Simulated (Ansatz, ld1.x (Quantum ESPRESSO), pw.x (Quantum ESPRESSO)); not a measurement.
# silicon: does the PAW potential hold in the solid?

ld1.x (Quantum ESPRESSO) 7.5 input, shortened:

```
&input
   title='Si', zed=14., rel=1, dft='PW', iswitch=3,
   config='[Ne] 3s2 3p2 3d-2'
 /
 &inputp
   pseudotype=3, lpaw=.true., tm=.true., lloc=-2, rcloc=2.10,
   nlcc=.true., rcore=1.90,
   which_augfun='PSQ', rmatch_augfun_nc=.true.
 /
5
3S  1  0   2.00   0.00  1.90  2.20  0.0
3S  1  0   0.00  -0.15  1.90  2.20  0.0
3P  2  1   2.00   0.00  1.85  2.45  0.0
3P  2  1   0.00   0.65  1.85  2.45  0.0
3D  3  2  -2.00   0.05  2.00  2.45  0.0
 &test
   configts(1)='3s2 3p2'
 /
```

Atomic tests: cutoffs needed: 8 Ry and 12 Ry (the cutoffs (Ry, on a coarse ladder) from which the occupation-weighted sum of valence levels, in a spherical-Bessel basis at the reference potential, stays within 10 and 1 mRy of its value at 400 Ry); ghost test: no extra level below or beside the all-electron valence levels (s, p, d, f tested) (spherical-Bessel basis up to 400 Ry, 20 bohr box); configuration tests: test run stopped at test 2 of 9 (negative rho).

Crystal test: sc Si in pw.x 7.5, no spin, 13³ k-points, Fermi–Dirac smearing 0.01 Ry, cutoffs 40/320 Ry. The reference is all-electron LAPW (Ansatz 0.2.0) with the same functional, mesh and smearing; V0 and B0 come from Birch–Murnaghan fits to the pressures at five volumes. Errors are pseudo minus all-electron; Δ is the rms difference of the E(V) curves that follow from these fits, minima aligned, over ±6 % about the mean V0. Mesh and smearing are coarse, so the numbers serve the comparison and aren't converged zero-temperature values; the lattice is a test structure that the element need not adopt.

All-electron: a0 = 2.505 Å (V0 = 15.72 Å³/atom), B0 = 108.0 GPa.

Problem. How far does the potential miss the all-electron equation of state?

Solution. mean pressure error (GPa): +0.49; a0 (Å): 2.509; a0 error (%): +0.15; B0 error (%): +0.1; Δ (meV/atom): 1.7. Atomic configuration tests: test run stopped at test 2 of 9 (negative rho).

```
V (Å³/atom)  P all-electron (GPa)  P pseudo (GPa)
     14.919                  6.32            6.92
     15.311                  3.01            3.55
     15.704                  0.11            0.59
     16.097                 -2.43           -2.00
     16.489                 -4.66           -4.27
```

Problem. At the middle volume, how do free energy and pressure move when the wave cutoff is lowered (ecutrho held at 320 Ry)?

Solution.

```json
{"cutoff (Ry)": "18", "shift of F (meV/atom)": "+2.0", "shift of P (GPa)": "+0.00"}
{"cutoff (Ry)": "24", "shift of F (meV/atom)": "+0.8", "shift of P (GPa)": "-0.02"}
{"cutoff (Ry)": "32", "shift of F (meV/atom)": "+0.2", "shift of P (GPa)": "+0.01"}
```

The 8 pw.x runs together took about 22 s on one core of a shared server CPU.
